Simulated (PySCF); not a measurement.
**HClF2, a complex of two parts: interaction energy**

The task here is to estimate one member of a computed series from the others.

Programs: PySCF 2.14.0. All values are calculated, for the isolated system unless a continuum is named. Atoms count from 0, parts from 1.

### The system as given

4 atoms, charge 0, multiplicity 1; geometry: GFN2-xTB. Parts: 1 = atoms 0–1, `FF`, charge 0; 2 = atoms 2–3, `Cl`, charge 0.

Set-up of the first run:

Job settings and geometry (Å):

```
{"job": {"xc": "PBE0", "basis": "def2-SVPD", "d3": "d3bj", "grid": 2, "kind": "geom"}, "charge": 0, "multiplicity": 1, "parts": [{"atoms": "0-1", "charge": 0, "multiplicity": 1}, {"atoms": "2-3", "charge": 0, "multiplicity": 1}]}
F      0.925657     0.009667     0.235340
F     -0.442235    -0.055647    -0.060941
Cl    -3.231154     0.151657    -1.588129
H     -4.230423     0.681009    -2.183756
```

Run with:

```
> OMP_NUM_THREADS=1 python cluster_run.py task.json out
```

The driver reads the jobs from task.json and runs them one after another.

Among the steps run: Relaxing the molecule at PBE0-D3(BJ)/def2-SVPD; Coupled-cluster interaction energy: CCSD(T) and MP2, 2.87 Å; Coupled-cluster interaction energy: CCSD(T) and MP2, 3.03 Å; Coupled-cluster interaction energy: CCSD(T) and MP2, 3.19 Å; Coupled-cluster interaction energy: CCSD(T) and MP2, 3.51 Å; Coupled-cluster interaction energy: CCSD(T) and MP2, 3.99 Å; Coupled-cluster interaction energy: CCSD(T) and MP2, 4.79 Å; Coupled-cluster interaction energy: CCSD(T) and MP2, 6.38 Å.

One of the session's tables, all rows but one given; the rest of the session is left out.

It belongs to the step «Coupled-cluster interaction energy: CCSD(T) and MP2, 6.38 Å». 

| method | interaction energy (kcal/mol) |
| --- | --- |
| HF/aug-cc-pVDZ | ? |
| MP2/aug-cc-pVDZ | -0.023 |
| CCSD/aug-cc-pVDZ | -0.019 |
| CCSD(T)/aug-cc-pVDZ | -0.020 |
| HF/aug-cc-pVTZ | -0.007 |
| MP2/aug-cc-pVTZ | -0.023 |
| SCS-MP2/aug-cc-pVTZ | -0.019 |
| MP2, extrapolated | -0.023 |
| CCSD(T), limit estimate | -0.020 |

Q: Estimate the row for HF/aug-cc-pVDZ from the others.

**Answer.** interaction energy (kcal/mol): -0.009. In the column «interaction energy (kcal/mol)» it lies between SCS-MP2/aug-cc-pVTZ (-0.019) and HF/aug-cc-pVTZ (-0.007).
